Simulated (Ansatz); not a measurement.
Scan of the Al2–C1–H4 angle

CH5AlS (SMILES [CH3][AlH][SH]), singlet, at its PBE0-D4/def2-TZVP minimum:

C1  (-0.729, 1.067, -0.418)
Al2  (0.572, -0.327, -0.038)
S3  (-0.004, -1.933, 1.332)
H4  (-0.343, 2.048, -0.124)
H5  (-1.676, 0.909, 0.102)
H6  (-0.938, 1.121, -1.491)
H7  (2.030, -0.381, -0.654)
H8  (1.180, -2.561, 1.235)
(Å)

The angle Al2–C1–H4 (110.7° at the minimum) is set to the values below, Al2, with anything bonded beyond it, turning rigidly in the plane of the angle. Each method's energies count from its own value at the PBE0-D4 minimum structure. Ansatz 0.2.0; basis: def2-TZVPP; cores frozen in the correlated methods. B3LYP uses VWN-RPA correlation.

```tsv
angle (°)	CCSD(T) (kJ/mol)	PBE-D4 (kJ/mol)	B3LYP-D4 (kJ/mol)
92.7	12.2	11.9	12.7
97.2	6.9	6.7	7.2
101.7	3.1	3.0	3.2
106.2	0.8	0.7	0.8
110.7	0.0	0.0	0.0
115.2	0.7	0.8	0.8
119.7	3.0	3.0	3.1
124.2	6.8	6.7	7.0
128.7	12.1	11.8	12.4
```

Minimum and curvature along this coordinate at CCSD(T): A fifth-order fit through the nearest points gives 110.8°, with a curvature of about 0.78 meV/deg².

Largest difference from the CCSD(T) curve over the scan: r2SCAN-D4 0.3; PBE0-D4 0.2; wB97M-V 0.1; HF 1.6 kJ/mol. Each curve counts from its own value at the minimum.

The T1 diagnostic stays at or below 0.011.

For scale, one of the runs: CCSD(T)/def2-TZVPP, 185 basis functions (an equivalent command: `ansatz run in.yaml --threads 2`). The run took 17 s on 2 CPU threads (shared host), with 1.7 GiB of host memory at its peak.
